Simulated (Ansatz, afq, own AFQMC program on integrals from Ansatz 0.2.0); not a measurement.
# Atomization energy of AlBH, quartet

```xyz
3

B     0.0000    0.0000    0.2519
Al    0.0000    0.0000   -1.6889
H     0.0000    0.0000    1.4370
```

Connectivity, by distances: BH–Al.

Atoms in their ground-state spins without spin–orbit coupling (mostly on UHF) minus the molecule (UHF), without zero-point energy. The geometry is a stationary point, not shown to be a minimum.

Basis cc-pVDZ. Noble-gas cores (and the filled d shells of Ga–Kr and In–Xe) are frozen. Ansatz 0.2.0 and our own AFQMC program on the same integrals; the CISD trial comes from CCSD amplitudes, and released means the phaseless constraint is let go. Free AFQMC starts from the CCSD state and is never constrained. Its projection time is finite, and what remains of the start isn't in its error. ± is one standard error of the sampling. The errors of all members are added in quadrature.

No full CI on the walks' own integrals is used here; CCSDT(Q) serves as the reference and is uncertain by about the last step of the cluster series. Each member takes its own surest rung, up to full CI.

The best estimate is CCSD(T) at the basis-set limit (CBS: def2-TZVPP and def2-QZVPP, with their diffuse functions for anions and beside diffuse sets, CCSD(T) itself extrapolated) plus the step from CCSD(T) to CCSDT(Q) in cc-pVDZ. Rows without CBS are in cc-pVDZ; B2PLYP and the wave-function rows carry a basis error of their own. Core correlation and relativity beyond core potentials are missing, and ± holds the sampling alone.

Cautions: AlBH (quartet): lower spins were not checked, its ph-AFQMC/CISD value lies 28 ± 8 meV above CCSDT(Q).

| level | atomization energy (kcal/mol) |
| --- | --- |
| MP2 | 123.7 |
| HF | 102.0 |
| CCSD | 115.0 |

(1) From these cheaper values, estimate the atomization energy at the level of the best estimate.

(1) 131.7 kcal/mol (best estimate, highest rung CCSDT(Q)).

```csv
level,atomization energy (kcal/mol),error against the best estimate (kcal/mol)
CCSD(T),117.6,-14.1
ph-AFQMC/CISD,117.8 ± 0.2,-13.9 ± 0.2
released AFQMC,118.2 ± 0.3,-13.5 ± 0.3
free AFQMC,118.2 ± 0.2,-13.4 ± 0.2
HF/CBS,105.6,-26.1
MP2/CBS,135.3,3.6
CCSD(T)/CBS,131.0,-0.7
surest rungs in cc-pVDZ,118.3,-13.4
```

Correlation beyond CCSD(T) adds 0.7 kcal/mol. Going to the basis-set limit adds 13.4 kcal/mol at CCSD(T). The perturbative (T) step is worth +2.6 kcal/mol.

Best estimates are given only where the step beyond CCSD(T) is under 0.3 eV and no member's determinant is very poor (T1 over 0.05, or 0.07 for open shells, ⟨S²⟩ too high by 0.3, two states mixed), so the hardest cases are missing from such tables.

Free projections are given only where their last times agree within the noise and don't stop above the reference; a slow remainder of the start can still hide under it. Each member of a difference takes its own highest rung, so a best estimate needn't equal the limit plus the step of one row. A walk keeps the symmetry of its determinant, which the program's search chose and which needn't be the lowest solution, so a lower state of the same spin and another symmetry isn't excluded. Released energies are given only where the last usable release times agree within the noise; a slower fall can still hide under it.
